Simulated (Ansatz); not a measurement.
**BH2: ladder of basis sets, by script**

How does the energy of BH2 converge with the basis? Aim: a ladder of basis sets, for BH2, run from a script.

Program: the Python package of Ansatz 0.2.0. The levels of theory stand in the script. These are calculated values, not measurements.

## Step 1: The system

Bond lengths: B1–H2 1.159 Å, B1–H3 1.159 Å. Angles: H2–B1–H3 128.4°.

The script holds or builds the structure itself.

## Step 2: The script

Input file basis_bh2.py:

```python
"""How the energy of BH2 converges with the basis."""

from dataclasses import dataclass

import ansatz as az
from ase import Atoms


@dataclass(frozen=True)
class Options:
    xc: str = "PBE0"
    dispersion: str = "d4"


cfg = Options()


def main() -> None:
    atoms = Atoms(["B", "H", "H"], positions=[
        [0.26284, -0.16623, 0.12864],
        [0.28002, 0.98532, 0.26098],
        [-0.54286, -0.81909, -0.38963],
    ])
    system = az.Crystal.molecule_from_ase(atoms)

    base = (
        system.calculation()
        .functional(cfg.xc, dispersion=cfg.dispersion)
        .spin("collinear", total=1)
    )

    energies = {}
    for basis in ["STO-3G", "6-31G", "6-31G*", "def2-SVP", "def2-SVPD", "def2-TZVP", "def2-TZVPP"]:
        data = base.basis(gaussian=basis).run(threads=1, pin="off").report
        size = data["n_frozen"] + data["n_occupied"][0] + data["n_virtual"][0]
        energies[basis] = (data["reference_energy_ev"] / 27.211386246, data["free_energy_ev"] / 27.211386246)
        print(f"{basis:14s} {size:4d} orbitals  reference {energies[basis][0]:14.6f} Ha  total {energies[basis][1]:14.6f} Ha")

    last = energies["def2-TZVPP"][1]
    for basis, (_, total) in energies.items():
        print(f"{basis:14s} lies {27.211386 * (total - last):9.4f} eV above def2-TZVPP")


if __name__ == "__main__":
    main()
```

## Step 3: The calls as engine input

The engine receives this input (first run):

```yaml
crystal:
  periodic: [false, false, false]
  atoms:
    - { symbol: B, position_ang: [0.26284, -0.16623, 0.12864] }
    - { symbol: H, position_ang: [0.28002, 0.98532, 0.26098] }
    - { symbol: H, position_ang: [-0.54286, -0.81909, -0.38963] }
basis:
  gaussian:
    orbitals: STO-3G
hamiltonian:
  xc: pbe0
  dispersion: d4
magnetization:
  spin_polarized: true
  initial_magnetization: 1.0
```

## Step 4: Running it

Launch:

```
python basis_bh2.py
```

Output:

```text
STO-3G            7 orbitals  reference     -25.544073 Ha  total     -25.544411 Ha
6-31G            13 orbitals  reference     -25.876992 Ha  total     -25.877330 Ha
6-31G*           19 orbitals  reference     -25.883184 Ha  total     -25.883522 Ha
def2-SVP         24 orbitals  reference     -25.863180 Ha  total     -25.863518 Ha
def2-SVPD        36 orbitals  reference     -25.864389 Ha  total     -25.864728 Ha
def2-TZVP        43 orbitals  reference     -25.893465 Ha  total     -25.893803 Ha
def2-TZVPP       59 orbitals  reference     -25.893826 Ha  total     -25.894164 Ha
STO-3G         lies    9.5173 eV above def2-TZVPP
6-31G          lies    0.4581 eV above def2-TZVPP
6-31G*         lies    0.2896 eV above def2-TZVPP
def2-SVP       lies    0.8339 eV above def2-TZVPP
def2-SVPD      lies    0.8010 eV above def2-TZVPP
def2-TZVP      lies    0.0098 eV above def2-TZVPP
def2-TZVPP     lies    0.0000 eV above def2-TZVPP
```

Run time: 2.5 s. Hardware: 1 thread of Arm Neoverse V2, shared host; peak memory 0.16 GiB.

## Step 5: What changed from run to run

The engine's inputs for some of the other runs:

Run 3, against run 1:

```diff
@@ -9 +9 @@
-    orbitals: STO-3G
+    orbitals: "6-31G*"
```

Run 4, against run 1:

```diff
@@ -9 +9 @@
-    orbitals: STO-3G
+    orbitals: def2-SVP
```

Run 7, against run 1:

```diff
@@ -9 +9 @@
-    orbitals: STO-3G
+    orbitals: def2-TZVPP
```

## Step 6: The runs side by side

From the records of these 7 runs:

```csv
run,basis,energy (eV),<S²>,SCF cycles,CPU time (s)
1,STO-3G,-695.0988,0.75,14,0.15
2,6-31G,-704.1580,0.75,16,0.19
3,6-31G*,-704.3265,0.75,16,0.22
4,def2-SVP,-703.7822,0.75,16,0.24
5,def2-SVPD,-703.8151,0.75,16,0.33
6,def2-TZVP,-704.6063,0.75,17,0.39
7,def2-TZVPP,-704.6161,0.75,17,0.49
```

## Step 7: Summary of results

```
                           quantity                                              value
                      runs compared                                                  7
change of the total from set to set  -9.059, -0.168, +0.544, -0.033, -0.791, -0.010 eV
```

Against STO-3G: 6-31G -332.9 mHa, 6-31G* -339.1 mHa, def2-SVP -319.1 mHa, def2-SVPD -320.3 mHa, def2-TZVP -349.4 mHa and def2-TZVPP -349.8 mHa. The last step alone is -0.36 mHa (these two sets differ little on atoms other than hydrogen). The drop along the ladder measures the basis error, and is no property of the molecule. The geometry is a force-field or estimated start, not a minimum of this method, and the last set is no limit. Much of the fall in a total is atomic energy, which cancels in bond and reaction energies. The species is open-shell (spin multiplicity 2). Total less reference energy is the dispersion correction. Totals across families of basis sets mostly measure their core functions.
